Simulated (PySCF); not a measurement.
Level of theory and adiabatic energies of losing or gaining an electron: propiolic acid

Structure: `C#CC(=O)O` (C3H2O2).

All levels share the PBE0-D3(BJ)/ma-def2-SVP structures and the PBE0-D3(BJ)/ma-def2-SVP thermal terms; only the single-point energies (PySCF) change. Values are adiabatic energies of losing or gaining an electron (0 K, eV).

Measured (NIST Chemistry WebBook): adiabatic ionisation energy 10.45 eV.

```
                    level  ionisation energy to the radical cation     time
     OPBE/6-311++G(2d,2p)                                    10.08  2.5 min
       M06/6-31G (grid 1)                                    10.56     15 s
     ωB97X-D3(BJ)/cc-pVTZ                                    10.64    110 s
ωB97X-D3(BJ)/ma-def2-TZVP                                    10.70        –
```

Times are wall times for all single points of a level on 1 thread of Arm Neoverse V1, a shared host; the dash marks the run that also made the structures. OPBE ran on a slower path of this set-up, which computes the density-fitting integrals anew in every SCF cycle while the other levels store them. So the times needn't show the usual order of cost, and those levels read slower than they are.

The spread: 0.62 eV, from 10.08 to 10.70.

---

# How the method moves the adiabatic energies of losing or gaining an electron of dimethylketene

Structure: `CC(C)=C=O` (C4H6O).

All levels share the PBE0-D3(BJ)/def2-SVP structures and the PBE0-D3(BJ)/def2-SVP thermal terms; only the single-point energies (PySCF) change. Values are adiabatic energies of losing or gaining an electron (0 K, eV).

| level | ionisation energy to the radical cation |
| --- | --- |
| M06/ma-def2-TZVP (grid 3) | 8.24 |
| ωB97X-D3(BJ)/ma-def2-TZVP | 8.31 |
| LDA/6-31+G* | 8.34 |

The spread: 0.10 eV, from 8.24 to 8.34.

---

# How the method moves the adiabatic energies of losing or gaining an electron of ethylene

Structure: `C=C` (C2H4).

All levels share the PBE0-D3(BJ)/ma-def2-SVP structures and the PBE0-D3(BJ)/ma-def2-SVP thermal terms; only the single-point energies (PySCF) change. Values are adiabatic energies of losing or gaining an electron (0 K, eV).

```
                    level  ionisation energy to the radical cation  abs. error   time
   BHandHLYP/ma-def2-TZVP                                    10.02        0.49  9.1 s
         PBE/ma-def2-TZVP                                    10.28        0.24   13 s
     ωB97X-D3(BJ)/cc-pVTZ                                    10.28        0.23   13 s
ωB97X-D3(BJ)/ma-def2-TZVP                                    10.29        0.22      –
               ATcT 1.112                                    10.51
```

Times are wall times for all single points of a level on 1 thread of Arm Neoverse V1, a shared host; the dash marks the run that also made the structures. PBE ran on a slower path of this set-up, which computes the density-fitting integrals anew in every SCF cycle while the other levels store them. So the times needn't show the usual order of cost, and those levels read slower than they are.

The spread: 0.27 eV, from 10.02 to 10.29.
